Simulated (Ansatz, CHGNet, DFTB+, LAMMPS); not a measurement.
## Ladder of methods for the longitudinal phonon frequency at X of fcc Cu

Reference value: 240 cm⁻¹ (measured, temperature not stated, not corrected to a static lattice; as tabulated in He et al. (2014), arXiv:1309.4805).

Q: Put these levels in order of the longitudinal phonon frequency at X that they give for fcc Cu, smallest first: CHGNet-r²SCAN (CHGNet), GFN1-xTB (DFTB+), MEAM library.meam-Cu (LAMMPS), r²SCAN (Ansatz, a program for electronic structure).

A: GFN1-xTB (152 cm⁻¹), CHGNet-r²SCAN (183 cm⁻¹), MEAM library.meam-Cu (234 cm⁻¹), r²SCAN (254 cm⁻¹)

Unless a cell is named, each level is at its own relaxed cell (MEAM library.meam-Cu 11.86, GFN1-xTB 13.63, CHGNet-r²SCAN 11.45, r²SCAN 11.44 Å³/atom).

Differences against the reference: MEAM library.meam-Cu -2.5 %, GFN1-xTB -37 %, CHGNet-r²SCAN -24 %, r²SCAN +5.8 %.

The measured value isn't corrected to a static lattice, so vibrations enter the comparison.  GFN1-xTB: the method was fitted mainly to molecules. Each level is taken at its own relaxed cell. Ansatz's density-functional and Hartree–Fock values are scalar-relativistic unless marked +SOC, with PAW data made under PBE.

Empirical potentials (MEAM library.meam-Cu) are fitted to chosen data, which need not cover the solid at hand: agreement can be built in, and what lay outside the fit can be far off. Machine-learned potentials (CHGNet-r²SCAN) are trained on DFT data, which may include these solids.

Differences are worked out from the printed values.
